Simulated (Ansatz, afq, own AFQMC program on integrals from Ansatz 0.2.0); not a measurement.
BPH3, doublet: AFQMC among the cluster methods

```xyz
5

B     0.0288    0.0502    1.3153
P    -0.0263   -0.0626   -0.5578
H    -0.3421    1.0499    1.8592
H     0.3292   -0.8995    1.9766
H     0.5114    1.2339   -0.8022
```

Connectivity, by distances: BH2–PH.

Basis cc-pVDZ. Only valence electrons are correlated. Ansatz 0.2.0 and our own AFQMC program on the same integrals; the CISD trial comes from CCSD amplitudes, and released means the phaseless constraint is let go. Free projection: walkers drawn from exp(T), propagated without any constraint. Its projection time is finite, and what remains of the start isn't in its error. Uncertainties: one standard error, sampling alone.

Determinant: UHF, the one that the program's search chose, which needn't be the lowest solution. The geometry is a point of a scan.

No full CI on the walks' own integrals is used here; CCSDT(Q) serves as the reference and is uncertain by about the last step of the cluster series.

- T1 diagnostic: 0.0204
- weight of the determinant in the CISD state: 0.878
- ⟨S²⟩ of the determinant: 0.763
- size of the correlated space: 11 electrons in 41 orbitals

Reference: CCSDT(Q), correlation energy -6.297 eV. The released energy is read at 2.40 1/Eh (meV from the phaseless value at times in 1/Eh: 1 ± 11 at 0.24, 8 ± 11 at 0.51, 17 ± 10 at 0.99, 45 ± 12 at 1.62, 22 ± 13 at 2.40).

```
         level  E − E(reference) (kcal/mol)  share of correlation (%)
            HF                       145.22                      0.00
           MP2                        29.42                     79.74
          CCSD                         4.75                     96.73
       CCSD(T)                         0.91                     99.37
         CCSDT                         0.20                     99.86
   ph-AFQMC/HF                  0.45 ± 1.15                     99.69
 ph-AFQMC/CISD                 -0.32 ± 0.24                    100.22
released AFQMC                  0.17 ± 0.31                     99.88
    free AFQMC                  0.17 ± 0.24                     99.88
```

Free projections are given only where their last times agree within the noise and don't stop above the reference; a slow remainder of the start can still hide under it. Released energies are given only where the last usable release times agree within the noise; a slower fall can still hide under it.
